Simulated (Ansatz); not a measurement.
`FCOC(F)F` + H₂ → `COC(F)F` + H–F at 298.15 K and 1 bar (hydrogenolysis of a C–F bond).

Program: Ansatz. Geometries: PBE0-D4/def2-TZVP. ΔE: electronic, gas phase. CBS: MP2 limit from def2 TZ/QZ plus the TZ coupled-cluster correction, frozen cores. This one scheme is used for every species. Each species was taken in one conformer, which may not be the lowest.

| species | CCSD(T)/CBS energy (Eh) | H − E (kJ/mol) | S (J/(mol·K)) |
| --- | --- | --- | --- |
| `FCOC(F)F` | -452.44638 | 172.7 | 328.3 |
| H₂ | -1.17544 | 35.1 | 130.4 |
| `COC(F)F` | -353.25678 | 188.9 | 308.5 |
| H–F | -100.39570 | 33.5 | 173.6 |

H − E and S are ideal-gas, rigid-rotor, harmonic terms from PBE0-D4/def2-TZVP, for one conformer and one mirror image of each species. The MP2-based limit puts H₂ 0.8 mEh under its directly extrapolated value; such offsets cancel only in part. 1 Eh = 2625.50 kJ/mol, R = 8.31446 J/(mol·K).

**Question.** By hand: ΔE, ΔH, ΔS and ΔG.

**Answer.** ΔE = (-353.25678) + (-100.39570) − (-452.44638) − (-1.17544) = -0.03066 Eh = -80.5 kJ/mol. Δ(H − E) = 188.9 + 33.5 − 172.7 − 35.1 = 14.6, so ΔH = -65.9 kJ/mol. ΔS = 308.5 + 173.6 − 328.3 − 130.4 = 23.4 J/(mol·K). ΔG = -65.9 − 298.15 × (23.4)/1000 = -72.9 kJ/mol.

**Question.** By hand: the equilibrium constant, and the temperature at which ΔG would vanish if ΔH and ΔS stayed fixed.

**Answer.** log₁₀ K = −ΔG/(RT ln 10) = 12.8. ΔH and −TΔS have one sign here, so there is no such temperature.

ΔH outweighs TΔS. A doubt of 5 kJ/mol in ΔE shifts log₁₀ K by 0.9 here. Other conformers and mirror images would add mixing entropy, several J/(mol·K) or more a flexible species. Modes under 60 cm⁻¹, often nearly free rotors, make the harmonic entropy too high. These are equilibria of isolated gas molecules and say nothing of rates. Largest T1 diagnostic: 0.012 (customary marks: 0.02 for closed shells, 0.045 for open ones).
